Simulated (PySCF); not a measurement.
PySCF input (CCSD(T)/cc-pVDZ):

```python
from pyscf import gto, scf, mp, cc as ccmod

mol = gto.M(
    atom='''
    Si   -0.00000000   -0.00000000   -0.55379891
    O     0.00000000    0.00000000    0.96914808
    ''',
    basis='cc-pvdz',
    charge=1,
    spin=1,
    symmetry='C2v',
    verbose=4,
)

mf = scf.UHF(mol)
mf.conv_tol = 1e-10
mf.max_cycle = 100
mf.kernel()
mp2 = mp.MP2(mf, frozen=6).run()
cc = ccmod.CCSD(mf, frozen=6)
cc.max_cycle = 100
cc.kernel()
et = cc.ccsd_t()
print(f'E(CCSD(T)) = {cc.e_tot + et:.9f}')
```

Output:

```
PySCF version 2.14.0

[INPUT] verbose = 4
[INPUT] num. atoms = 2
[INPUT] num. electrons = 21
[INPUT] charge = 1
[INPUT] spin (= nelec alpha-beta = 2S) = 1
[INPUT] symmetry C2v subgroup None
[INPUT] Mole.unit = angstrom
[INPUT] Symbol           X                Y                Z      unit          X                Y                Z       unit  Magmom
[INPUT]  1 Si     0.000000000000   0.000000000000  -0.553798910000 AA    0.000000000000   0.000000000000  -1.046528267983 Bohr   0.0
[INPUT]  2 O      0.000000000000   0.000000000000   0.969148080000 AA    0.000000000000   0.000000000000   1.831424445348 Bohr   0.0

nuclear repulsion = 38.9165532432879
point group symmetry = Coov, use subgroup C2v
symmetry origin: [ 0.00000000e+00  0.00000000e+00 -8.58966433e-09]
symmetry axis x: [1. 0. 0.]
symmetry axis y: [0. 1. 0.]
symmetry axis z: [0. 0. 1.]
num. orbitals of irrep A1 = 16
num. orbitals of irrep A2 = 2
num. orbitals of irrep B1 = 7
num. orbitals of irrep B2 = 7
number of shells = 10
number of NR pGTOs = 67
number of NR cGTOs = 32
basis = cc-pvdz
ecp = {}

******** <class 'pyscf.scf.uhf_symm.SymAdaptedUHF'> ********
method = SymAdaptedUHF
initial guess = minao
damping factor = 0
level_shift factor = 0
DIIS = <class 'pyscf.scf.diis.CDIIS'>
diis_start_cycle = 1
diis_space = 8
diis_damp = 0
SCF conv_tol = 1e-10
SCF conv_tol_grad = None
SCF max_cycles = 100
direct_scf = True
direct_scf_tol = 1e-13
number electrons alpha = 11  beta = 10
Freeze 0 electrons in irreps []
    21 free electrons in irreps A1 A2 B1 B2
Set gradient conv threshold to 1e-05
init E= -363.622464769474
alpha HOMO (A1) = -0.332569738130593  LUMO (B1) = -0.0109179503979875
beta  HOMO (B1) = -0.517599231924241  LUMO (A1) = -0.332569738130593

WARN: HOMO -0.332569738130593 >= LUMO -0.332569738130593

WARN: alpha-A1 HOMO -0.332569738130593 > system LUMO -0.332569738130593

WARN: beta-A1 LUMO -0.332569738130593 < system HOMO -0.332569738130593

cycle= 1 E= -363.236904421931  delta_E= 0.386  |g|= 0.492  |ddm|= 1.01
alpha HOMO (B1) = -0.648628899851289  LUMO (B1) = -0.298495527288714
beta  HOMO (B1) = -0.632415371134067  LUMO (A1) = -0.399325915378999
  HOMO = -0.632415371134  LUMO = -0.399325915379  gap/eV = 6.34269
cycle= 2 E= -363.19761974063  delta_E= 0.0393  |g|= 0.669  |ddm|= 0.86
alpha HOMO (B1) = -0.796240200402405  LUMO (B1) = -0.274874443852216
beta  HOMO (B1) = -0.787777250852355  LUMO (A1) = -0.41461160196461
  HOMO = -0.787777250852  LUMO = -0.414611601965  gap/eV = 10.15435
cycle= 3 E= -363.391756503217  delta_E= -0.194  |g|= 0.0543  |ddm|= 0.378
alpha HOMO (B1) = -0.792137126009654  LUMO (B1) = -0.245647751639959
beta  HOMO (B1) = -0.783848142295804  LUMO (A1) = -0.367700326977344
  HOMO = -0.783848142296  LUMO = -0.367700326977  gap/eV = 11.32396
cycle= 4 E= -363.396650636351  delta_E= -0.00489  |g|= 0.0324  |ddm|= 0.0889
alpha HOMO (B2) = -0.801861974385814  LUMO (B1) = -0.24023770898534
beta  HOMO (B1) = -0.79039151559289  LUMO (A1) = -0.353427732506357
  HOMO = -0.790391515593  LUMO = -0.353427732506  gap/eV = 11.89039
cycle= 5 E= -363.399901541465  delta_E= -0.00325  |g|= 0.0248  |ddm|= 0.0725
alpha HOMO (A1) = -0.807865301274981  LUMO (B1) = -0.23775061005352
beta  HOMO (B2) = -0.793382080155178  LUMO (A1) = -0.344470775213375
  HOMO = -0.793382080155  LUMO = -0.344470775213  gap/eV = 12.21550
cycle= 6 E= -363.402792064425  delta_E= -0.00289  |g|= 0.023  |ddm|= 0.0716
alpha HOMO (A1) = -0.794484089228042  LUMO (B2) = -0.229492944692336
beta  HOMO (A1) = -0.799221996375331  LUMO (A1) = -0.318976172667287
  HOMO = -0.794484089228  LUMO = -0.318976172667  gap/eV = 12.93923
cycle= 7 E= -363.407819931081  delta_E= -0.00503  |g|= 0.0141  |ddm|= 0.161
alpha HOMO (A1) = -0.782457379403702  LUMO (B1) = -0.226602302768208
beta  HOMO (A1) = -0.792241481130758  LUMO (A1) = -0.313636958085046
  HOMO = -0.782457379404  LUMO = -0.313636958085  gap/eV = 12.75725
cycle= 8 E= -363.409155819185  delta_E= -0.00134  |g|= 0.00587  |ddm|= 0.0892
alpha HOMO (A1) = -0.77806657937112  LUMO (B2) = -0.224980774271035
beta  HOMO (A1) = -0.792996790126082  LUMO (A1) = -0.307229719257711
  HOMO = -0.778066579371  LUMO = -0.307229719258  gap/eV = 12.81212
cycle= 9 E= -363.409328190644  delta_E= -0.000172  |g|= 0.00222  |ddm|= 0.0381
alpha HOMO (A1) = -0.779117948328713  LUMO (B2) = -0.225830199191499
beta  HOMO (A1) = -0.79065408977589  LUMO (A1) = -0.310545344727513
  HOMO = -0.779117948329  LUMO = -0.310545344728  gap/eV = 12.75051
cycle= 10 E= -363.409329210001  delta_E= -1.02e-06  |g|= 0.0021  |ddm|= 0.00963
alpha HOMO (A1) = -0.77698384653946  LUMO (B1) = -0.224639897591754
beta  HOMO (A1) = -0.79290085228872  LUMO (A1) = -0.305334267065653
  HOMO = -0.776983846539  LUMO = -0.305334267066  gap/eV = 12.83424
cycle= 11 E= -363.409343417737  delta_E= -1.42e-05  |g|= 0.00169  |ddm|= 0.0164
alpha HOMO (A1) = -0.777602048605675  LUMO (B1) = -0.225202345285889
beta  HOMO (A1) = -0.791661161117417  LUMO (A1) = -0.307500404847847
  HOMO = -0.777602048606  LUMO = -0.307500404848  gap/eV = 12.79212
cycle= 12 E= -363.409349978462  delta_E= -6.56e-06  |g|= 0.000262  |ddm|= 0.00646
alpha HOMO (A1) = -0.77739996803591  LUMO (B2) = -0.225166118182857
beta  HOMO (A1) = -0.791653090474798  LUMO (A1) = -0.307291443358072
  HOMO = -0.777399968036  LUMO = -0.307291443358  gap/eV = 12.79230
cycle= 13 E= -363.409350418711  delta_E= -4.4e-07  |g|= 5.78e-05  |ddm|= 0.00182
alpha HOMO (A1) = -0.777338529034934  LUMO (B1) = -0.225139110889273
beta  HOMO (A1) = -0.791738129686946  LUMO (A1) = -0.307130900056956
  HOMO = -0.777338529035  LUMO = -0.307130900057  gap/eV = 12.79500
cycle= 14 E= -363.409350418827  delta_E= -1.16e-10  |g|= 6.84e-05  |ddm|= 0.000527
alpha HOMO (A1) = -0.777371745244146  LUMO (B2) = -0.225163687989569
beta  HOMO (A1) = -0.791679642485969  LUMO (A1) = -0.307240086704244
  HOMO = -0.777371745244  LUMO = -0.307240086704  gap/eV = 12.79293
cycle= 15 E= -363.40935043026  delta_E= -1.14e-08  |g|= 5.32e-06  |ddm|= 0.000273
alpha HOMO (A1) = -0.777369380083664  LUMO (B2) = -0.225163679918895
beta  HOMO (A1) = -0.791679963444799  LUMO (A1) = -0.307239073774501
  HOMO = -0.777369380084  LUMO = -0.307239073775  gap/eV = 12.79290
cycle= 16 E= -363.409350430324  delta_E= -6.39e-11  |g|= 2.28e-06  |ddm|= 1.98e-05
alpha HOMO (A1) = -0.777369937132059  LUMO (B1) = -0.225164026536746
beta  HOMO (A1) = -0.791679526350671  LUMO (A1) = -0.307239608749549
  HOMO = -0.777369937132  LUMO = -0.30723960875  gap/eV = 12.79290
Extra cycle  E= -363.409350430332  delta_E= -7.62e-12  |g|= 1.58e-06  |ddm|= 2.9e-06
converged SCF energy = -363.409350430332  <S^2> = 0.79978982  2S+1 = 2.049185

******** <class 'pyscf.mp.ump2.UMP2'> ********
nocc = (np.int64(5), np.int64(4)), nmo = (26, 26)
frozen orbitals 6
E(UMP2) = -363.629522860787  E_corr = -0.22017243045492
E(SCS-UMP2) = -363.624300305992  E_corr = -0.214949875660522
E_corr(same-spin) = -0.056835047175441
E_corr(oppo-spin) = -0.163337383279479

******** <class 'pyscf.cc.uccsd.UCCSD'> ********
CC2 = 0
CCSD nocc = (np.int64(5), np.int64(4)), nmo = (26, 26)
frozen orbitals 6
max_cycle = 100
direct = 0
conv_tol = 1e-07
conv_tol_normt = 1e-06
diis_space = 6
diis_start_cycle = 0
diis_start_energy_diff = 1e+09
Init t2, MP2 energy = -0.220172399889814
Init E_corr(UCCSD) = -0.2201723998926
cycle = 1  E_corr(UCCSD) = -0.224677948288842  dE = -0.0045055484  norm(t1,t2) = 0.123879
cycle = 2  E_corr(UCCSD) = -0.237921830623673  dE = -0.0132438823  norm(t1,t2) = 0.0528519
cycle = 3  E_corr(UCCSD) = -0.239009801504943  dE = -0.00108797088  norm(t1,t2) = 0.0455313
cycle = 4  E_corr(UCCSD) = -0.247825162259015  dE = -0.00881536075  norm(t1,t2) = 0.0348596
cycle = 5  E_corr(UCCSD) = -0.249358243733312  dE = -0.00153308147  norm(t1,t2) = 0.0168769
cycle = 6  E_corr(UCCSD) = -0.250143546342471  dE = -0.000785302609  norm(t1,t2) = 0.0081416
cycle = 7  E_corr(UCCSD) = -0.250518143922452  dE = -0.00037459758  norm(t1,t2) = 0.00239433
cycle = 8  E_corr(UCCSD) = -0.250408672528906  dE = 0.000109471394  norm(t1,t2) = 0.000667359
cycle = 9  E_corr(UCCSD) = -0.250434019045066  dE = -2.53465162e-05  norm(t1,t2) = 0.000319643
cycle = 10  E_corr(UCCSD) = -0.250421940858465  dE = 1.20781866e-05  norm(t1,t2) = 0.000131925
cycle = 11  E_corr(UCCSD) = -0.250424978030755  dE = -3.03717229e-06  norm(t1,t2) = 6.26835e-05
cycle = 12  E_corr(UCCSD) = -0.250423277844002  dE = 1.70018675e-06  norm(t1,t2) = 3.30634e-05
cycle = 13  E_corr(UCCSD) = -0.250422660328243  dE = 6.17515759e-07  norm(t1,t2) = 1.70703e-05
cycle = 14  E_corr(UCCSD) = -0.2504227913043  dE = -1.30976057e-07  norm(t1,t2) = 1.03056e-05
cycle = 15  E_corr(UCCSD) = -0.250422815849908  dE = -2.4545608e-08  norm(t1,t2) = 3.97372e-06
cycle = 16  E_corr(UCCSD) = -0.250422919479003  dE = -1.03629095e-07  norm(t1,t2) = 1.85591e-06
cycle = 17  E_corr(UCCSD) = -0.250422889075231  dE = 3.04037725e-08  norm(t1,t2) = 9.46083e-07
UCCSD converged
E(UCCSD) = -363.6597733194072  E_corr = -0.2504228890752308
UCCSD(T) correction = -0.0102535003748473
E(CCSD(T)) = -363.670026820
```
